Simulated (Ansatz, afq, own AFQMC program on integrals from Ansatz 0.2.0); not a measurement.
**BH₂+ (singlet): quantum Monte Carlo beside coupled cluster, cc-pVTZ**

The task here is to estimate one member of a computed series from the others.

Computed with Ansatz 0.2.0, Gaussian basis, and an in-house AFQMC program (afq) on its integrals; all values are calculated. Level: cc-pVTZ, frozen cores.

The runs, in order: Full CI; PBE (unrestricted); r2SCAN (unrestricted); PBE0 (unrestricted); B3LYP (unrestricted); wB97M-V (unrestricted); B2PLYP (unrestricted); CCSD(T) on RHF; CCSDT(Q) on RHF; Phaseless AFQMC, CISD trial on RHF; Phaseless AFQMC, single-determinant trial on RHF; Free-projection AFQMC, CISD trial on RHF; UHF.

### The system

The geometry is a PBE0/def2-TZVP stationary point (not a proven minimum).

3 atoms, charge 1, spin multiplicity 1.

Atoms are counted from 1 here; the program's logs count them from 0.

Bond lengths: B1–H2 1.179 Å, B1–H3 1.179 Å. Angles: H2–B1–H3 180.0°.

Set-up of the first run:

The input, in.yaml:

```yaml
crystal:
  periodic: [false, false, false]
  atoms:
    - {symbol: B, position_ang: [0.000000, 0.000000, 0.000000]}
    - {symbol: H, position_ang: [0.000000, 0.000000, -1.179181]}
    - {symbol: H, position_ang: [0.000000, 0.000000, 1.179181]}
basis:
  gaussian: {orbitals: cc-pVTZ}
total_charge: 1
correlation: {method: fci, electrons: outside_noble_gas}
```

The run is started by

```
$ ansatz run in.yaml --threads 1 --pin off --events-out ev --progress --plain --max-ram 1843MiB
```

Steps of the session up to this table: Full CI; PBE (unrestricted); r2SCAN (unrestricted); PBE0 (unrestricted); B3LYP (unrestricted); wB97M-V (unrestricted); B2PLYP (unrestricted); CCSD(T) on RHF; CCSDT(Q) on RHF; Phaseless AFQMC, CISD trial on RHF; Phaseless AFQMC, single-determinant trial on RHF; Free-projection AFQMC, CISD trial on RHF; UHF.

One table of the session follows, with a row left open; its other results are not shown here.

It belongs to the step «AFQMC on the ladder». On the RHF determinant, counted from full CI (exact for this spin and basis):

```
                                                             level  from full CI (meV)
                                                                HF                   ?
                                                               MP2              +490.2
                                                              CCSD               +33.0
                                                           CCSD(T)                +7.2
                                                          CCSDT(Q)                +0.1
                                                           full CI                 0.0
               Phaseless AFQMC, CISD trial, step 0.005, 60 walkers                +1.6
Phaseless AFQMC, single-determinant trial, step 0.005, 120 walkers               -29.0
          Free-projection AFQMC, CISD trial, step 0.03, 60 walkers                +5.5
```

Estimate the missing values for HF.

As computed: from full CI (meV): +2353.6. In the column «from full CI (meV)» it is the highest.

Caveats from the session: On RHF the phaseless walk with the CISD trial lies +1.6 meV from full CI, within three error bars.
